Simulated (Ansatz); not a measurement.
# H4S2: the cost of one run

Computed with Ansatz 0.2.0 (the levels named in each step, unless a step's input says otherwise).

## (1) Starting point

Bond lengths: S1–H3 1.329 Å, S1–H4 1.326 Å, S2–H5 1.327 Å, S2–H6 1.327 Å. Angles: H3–S1–H4 92.1°, H5–S2–H6 92.5°.

Coordinates:

```xyz
6

S     0.3386    0.3918    1.8716
S    -0.3417   -0.4291   -1.8260
H    -0.1290   -0.1596    0.7560
H    -0.6264    1.3006    1.8840
H     0.9447   -0.7546   -1.8303
H    -0.0923    0.8007   -2.2590
```

## (2) A rough first relaxation, PBE-D4/def2-SVP

Input file input.yaml:

```yaml
crystal:
  periodic: [false, false, false]
  atoms:
    - { symbol: S, position_ang: [0.33863, 0.39182, 1.87158] }
    - { symbol: S, position_ang: [-0.34168, -0.42914, -1.82602] }
    - { symbol: H, position_ang: [-0.12898, -0.15959, 0.75604] }
    - { symbol: H, position_ang: [-0.62643, 1.30061, 1.88397] }
    - { symbol: H, position_ang: [0.94471, -0.75455, -1.83034] }
    - { symbol: H, position_ang: [-0.09232, 0.80066, -2.25896] }
basis:
  gaussian: { orbitals: def2-SVP }
hamiltonian:
  xc: pbe
  dispersion: d4
relax:
  f_tol: 0.03
  max_steps: 200
```

Command:

```bash
> ansatz run input.yaml --threads 2 --pin off --max-ram 5120MiB --backend cpu --events-out ev --progress --plain --runs-dir out
```

What time and memory should one allow on 2 threads of AMD EPYC (Zen 3), shared host?

About 19 s, with a peak of 0.11 GiB.
